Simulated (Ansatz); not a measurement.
A nudged elastic band was laid between two geometries of BH5N2 + H (9 atoms, charge 0, multiplicity 2).

Computed with UHF/def2-SVP in Ansatz 0.2.0.

- movable images: 5
- climbing image: yes
- spring: 5.0 eV/Å²
- optimiser: quadratic models (default)
- start path: through a guess of the saddle point
- force threshold: 0.05 eV/Å
- iteration limit: 60
- end points: relaxed

First end point:

```xyz
9
Properties=species:S:1:pos:R:3
B 0.032 -0.045 -0.313
H 0.059 -0.374 0.847
N 1.257 0.101 -1.000
H 2.136 -0.056 -0.556
H 1.335 0.367 -1.959
N -1.223 0.178 -0.921
H -2.079 0.074 -0.422
H -1.344 0.450 -1.874
H -0.173 -0.696 4.327
```

Last end point:

```xyz
9
Properties=species:S:1:pos:R:3
B -0.256 -0.606 -1.172
H 0.747 -0.255 2.431
N 0.918 -0.103 -0.586
H 1.702 -0.682 -0.373
H 1.078 0.870 -0.409
N -1.383 0.140 -1.548
H -2.193 -0.280 -1.951
H -1.461 1.131 -1.430
H 0.849 -0.216 3.170
```

Q: What changes between the two ends?

A: Bonds broken: B1–H2. Bonds formed: H2–H9. BH5N2 + H becomes BH4N2 + H2.

Q: What energy profile does the band end with?

A: It converged. The highest image is number 3 of 0 to 6, 1.00 eV above the first end and 0.67 eV above the last; the last end lies 0.32 eV above the first. A vibrational analysis at the climbing image gives one clearly imaginary mode, 1549i cm⁻¹: a first-order saddle point.

| image | path coordinate (Å) | energy (eV) | B1–H2 (Å) | H2–H9 (Å) |
| --- | --- | --- | --- | --- |
| 0 | 0.00 | 0.00 | 1.21 | 3.50 |
| 1 | 0.75 | 0.01 | 1.21 | 2.70 |
| 2 | 1.51 | 0.11 | 1.20 | 1.93 |
| 3 | 2.26 | 1.00 | 1.58 | 0.91 |
| 4 | 3.81 | 0.38 | 2.89 | 0.75 |
| 5 | 5.37 | 0.34 | 3.39 | 0.75 |
| 6 | 6.92 | 0.32 | 3.76 | 0.75 |

Q: What is the geometry of the highest image?

A: 
```xyz
9
Properties=species:S:1:pos:R:3
B 0.005 -0.020 -0.143
H -0.004 -0.466 1.378
N 1.257 0.105 -0.761
H 2.113 -0.062 -0.275
H 1.390 0.391 -1.711
N -1.251 0.207 -0.723
H -2.100 0.087 -0.213
H -1.390 0.483 -1.675
H -0.020 -0.725 2.253
```

Q: What are the harmonic wavenumbers there?

A: 1549i, 158, 223, 391, 393, 435, 446, 603, 897, 972, 1105, 1145, 1195, 1502, 1618, 1732, 1736, 3805, 3809, 3917, 3921 cm⁻¹.

The band took 24 iterations and roughly 120 core-seconds.

Run time: 120 s on 1 thread of Arm Neoverse V1, with other jobs on the host, peak memory 0.16 GiB.
